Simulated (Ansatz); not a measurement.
C$_{7}$H$_{8}$O (`Cc1cccc(O)c1`) at its PBE0-D4/def2-TZVP geometry, where that method's forces vanish. Total charge 0; spin multiplicity 1.

| atom | x (Å) | y (Å) | z (Å) |
| --- | --- | --- | --- |
| C1 | -0.868 | -0.902 | -2.057 |
| C2 | -0.314 | -0.438 | -0.744 |
| C3 | -0.111 | -1.338 | 0.301 |
| C4 | 0.373 | -0.894 | 1.520 |
| C5 | 0.663 | 0.446 | 1.721 |
| C6 | 0.464 | 1.346 | 0.681 |
| O7 | 0.731 | 2.671 | 0.805 |
| C8 | -0.020 | 0.903 | -0.542 |
| H9 | -1.961 | -0.833 | -2.062 |
| H10 | -0.605 | -1.942 | -2.253 |
| H11 | -0.499 | -0.292 | -2.883 |
| H12 | -0.330 | -2.390 | 0.154 |
| H13 | 0.531 | -1.600 | 2.328 |
| H14 | 1.045 | 0.791 | 2.677 |
| H15 | 1.061 | 2.844 | 1.691 |
| H16 | -0.162 | 1.628 | -1.337 |

Task: For each bond, give half the difference of the two atoms' forces along it (eV/Å; positive pushes the atoms apart) under PBE-D4, r2SCAN-D4, B3LYP-D4, ωB97M-V in def2-TZVPP. (Estimate.)

Result: Computed: 
```csv
bond,length (Å),PBE-D4,r2SCAN-D4,B3LYP-D4,ωB97M-V
C1–C2,1.498,-0.13,0.01,0.11,0.23
C1–H9,1.094,0.12,-0.01,-0.06,-0.11
C1–H10,1.091,0.11,-0.03,-0.06,-0.08
C1–H11,1.091,0.11,-0.03,-0.06,-0.09
C2–C8,1.388,0.11,0.08,0.05,-0.02
C3–C4,1.385,0.13,0.10,0.11,0.05
C3–H12,1.084,0.01,-0.10,-0.14,-0.09
C4–H13,1.084,-0.01,-0.09,-0.15,-0.09
C5–C6,1.389,0.06,0.02,0.01,-0.08
C5–H14,1.086,0.01,-0.10,-0.14,-0.09
C6–O7,1.357,0.24,0.21,0.28,0.32
C6–C8,1.388,0.07,0.03,-0.02,-0.05
O7–H15,0.961,0.39,0.01,-0.06,-0.12
C8–H16,1.084,0.01,-0.10,-0.14,-0.08
```

B3LYP here is the variant with VWN-RPA as its local correlation; programs differ in this.
